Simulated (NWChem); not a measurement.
# Correlation energy of CH3

```xyz
4

C      0.0000     0.0000     0.0000
H      0.0000     0.0000     1.0908
H     -0.9447     0.0000    -0.5454
H      0.9447     0.0000    -0.5454
```
Charge 0, spin multiplicity 2.

Program: NWChem. The geometry was optimised at UB3LYP/def2-SVP, a minimum by its harmonic frequencies.

Basis set: cc-pVDZ. Each correlation energy counts from its own Hartree-Fock reference.

The correlated methods keep 1 core orbital frozen. The structure started from a generated list of species. The unpaired electrons of the parent sit in orbitals of symmetry b2 (C2v labels of the run); other states weren't searched. The stability of the SCF solutions was not checked. Open-shell Hartree-Fock references start from PBE0 orbitals. Coupled-cluster values serve here as a point of comparison, not as the truth.

Problem. Order these methods by the correlation energy they give, lowest first: URI-MP2, SCS-UMP2, CCSD on UHF, CCSD[T] on UHF.

Solution. CCSD[T] on UHF (-152.7 mHa), CCSD on UHF (-150.0 mHa), SCS-UMP2 (-131.2 mHa), URI-MP2 (-127.0 mHa)
